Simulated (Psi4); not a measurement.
Reaction (SMILES): F[C]F (closed-shell singlet) + 3 [H][H] (H2) → C (CH4) + 2 F (HF)
B3LYP-D3(BJ)/def2-TZVP geometries, fixed; electronic energies without zero-point terms.

How fast the energy of full hydrogenation converges with the basis for several methods (Psi4): deviation from each method's own reference, in kcal/mol. References: B3LYP -113.22 kcal/mol, the value in aug-cc-pVQZ; HF -111.50 kcal/mol, the value in aug-cc-pVQZ; MP2 -122.70 kcal/mol, Hartree-Fock in aug-cc-pVQZ plus the correlation part extrapolated as X^-3 from aug-cc-pVTZ and aug-cc-pVQZ; PBE -113.78 kcal/mol, the value in aug-cc-pVQZ. Cartesian d functions, on some or all atoms, in 6-31G*, 6-31+G*; all else is spherical. Density fitting with the program's default auxiliary sets. In correlated methods cores are frozen. Psi4's default fitting sets serve the pcseg sets less well. No added dispersion term, no relativity. 

```tsv
basis	functions	B3LYP	HF	MP2	PBE
6-31G	27	5.98	-11.76	10.24	?
pcseg-0	27	24.22	3.69	28.45	?
pcseg-1	42	8.22	-1.82	6.88	?
cc-pVDZ	42	13.24	-0.33	10.01	?
6-31G*	45	23.82	10.56	26.58	?
6-31+G*	57	6.92	2.10	13.26	?
def2-SVPD	66	-7.83	-9.84	-6.69	?
jun-cc-pV(T+d)Z	117	-0.30	-0.71	0.66	?
```

Complete the blanks.


- 6-31G, PBE: 9.61
- pcseg-0, PBE: 28.76
- pcseg-1, PBE: 10.33
- cc-pVDZ, PBE: 15.86
- 6-31G*, PBE: 26.64
- 6-31+G*, PBE: 7.94
- def2-SVPD, PBE: -7.41
- jun-cc-pV(T+d)Z, PBE: -0.19
